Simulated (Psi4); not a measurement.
Pair of molecules, SMILES CN with SMILES CN (the first has 7 atoms); geometry from S66by8 set.
(charge 0, multiplicity 1):
```xyz
14

N     -1.33712     0.20161    -0.62261
H     -0.50853    -0.38324    -0.67295
H     -1.99895    -0.18805    -1.28085
C     -1.89714     0.12209     0.72477
H     -2.79122     0.73994     0.78599
H     -2.16123    -0.88515     1.06227
H     -1.17876     0.52937     1.43391
N      1.50816    -0.69510    -0.48779
H      1.80443    -0.42056    -1.41577
H      2.13171    -1.44279    -0.21259
C      1.66839     0.44011     0.42589
H      1.39820     0.12542     1.43154
H      2.67580     0.86189     0.46286
H      0.97585     1.22589     0.13323
```

Level of theory: SAPT0/jun-cc-pV(D+d)Z run with Psi4 1.11.

Q: Give the four SAPT terms and the total, and say what mostly holds the pair together.

A: electrostatics -37.5, exchange 51.2, induction -10.9, dispersion -15.0, total -12.2 kJ/mol; the largest attraction is electrostatics.
